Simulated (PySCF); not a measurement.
Simulated C 1s region for `C=CN=C=O`, binding energy against the vacuum level.

Every computed line was given a Gaussian of 0.8 eV full width at half maximum and an area set by the number of equivalent atoms; the highest printed point is 100. Computed with delta-SCF UKS SCAN, pcX-2 on the ionised atom, pcseg-1 elsewhere, spin-free X2C in PySCF.

(binding energy (eV), intensity): (289.4, 1), (289.6, 4), (289.8, 16), (290.0, 42), (290.2, 77), (290.4, 99), (290.6, 91), (290.8, 59), (291.0, 27), (291.2, 9), (291.4, 3), (291.6, 3), (291.8, 12), (292.0, 34), (292.2, 68), (292.4, 96), (292.6, 96), (292.8, 68), (293.0, 34), (293.2, 12), (293.4, 3), (293.6, 1), (293.8, 1), (294.0, 5), (294.2, 18), (294.4, 46), (294.6, 80), (294.8, 100), (295.0, 88), (295.2, 55), (295.4, 24), (295.6, 7), (295.8, 2), (296.0, 0)

Count the maxima, the lines and the sites behind this envelope.

The curve has 3 maxima (at 290.4, 292.5 and 294.8 eV). Under it lie 3 lines from 3 inequivalent carbon sites.

Decompose the envelope and assign each component. Numbering: `[CH2:1]=[CH:2][N:3]=[C:4]=[O:5]`.

| position (eV) | relative area | line | atoms | environment |
| --- | --- | --- | --- | --- |
| 290.45 | 1 | C 1s | C1 | terminal =CH2 carbon |
| 292.50 | 1 | C 1s | C2 | vinylic carbon bearing nitrogen |
| 294.83 | 1 | C 1s | C4 | isocyanate carbon |

What are the centre and the root-mean-square width of the whole band?

The area-weighted mean of the lines is 292.59 eV. Their own spread about it is 1.79 eV (rms) and each Gaussian has σ = 0.8/2.355 = 0.34 eV; the variances add, which gives 1.82 eV.

The listed C 1s values span 4.38 eV, from C1 (bonded to C (double bond) and 2 H) to C4 (bonded to O (double bond) and N (double bond)). Summing the Pauling electronegativity differences to the bonded atoms, each weighted by its formal bond order, gives -0.70 for the lowest site and +2.76 for the highest; no listed site has a larger sum than the highest.

No satellites, vibrations or lifetime broadening are included. One conformer (not necessarily the lowest) at the GFN2-xTB geometry, without solvent, vibrations or thermal averaging.

Shape of the structure used: `[CH2:1]=[CH:2][N:3]=[C:4]=[O:5]`: C1–C2–N3–C4 0°.
